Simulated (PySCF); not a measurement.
fluoromethane (CH3F), SMILES CF. Atoms are numbered in the order given.

```xyz
5

C      0.0000     0.0000     0.6360
F      0.0000     0.0000    -0.7533
H      0.8942    -0.5163     0.9879
H      0.0000     1.0325     0.9879
H     -0.8942    -0.5163     0.9879
```
Charge 0, spin multiplicity 1.

Coordinates come from a B3LYP-D3(BJ)/def2-TZVP optimisation.

Level of theory: PBE/pcJ-1 (PySCF).

Isotropic couplings with Fermi-contact, spin-dipole and both spin-orbit terms, one fixed conformer, no vibrational averaging. Isotopes: 13C, 19F, 1H.

```tsv
pair	bonds apart	J (Hz)
C1–F2	1	-246.3
C1–H3	1	139.5
C1–H4	1	139.5
C1–H5	1	139.5
F2–H3	2	?
F2–H4	2	?
F2–H5	2	?
H3–H4	2	?
H3–H5	2	?
H4–H5	2	?
```

### Question
What belongs in the gaps? (The exact figures need the calculation; the answer reports its results.)

### Answer

- F2–H3, J (Hz): 46.8
- F2–H4, J (Hz): 46.8
- F2–H5, J (Hz): 46.8
- H3–H4, J (Hz): -8.0
- H3–H5, J (Hz): -8.0
- H4–H5, J (Hz): -8.0
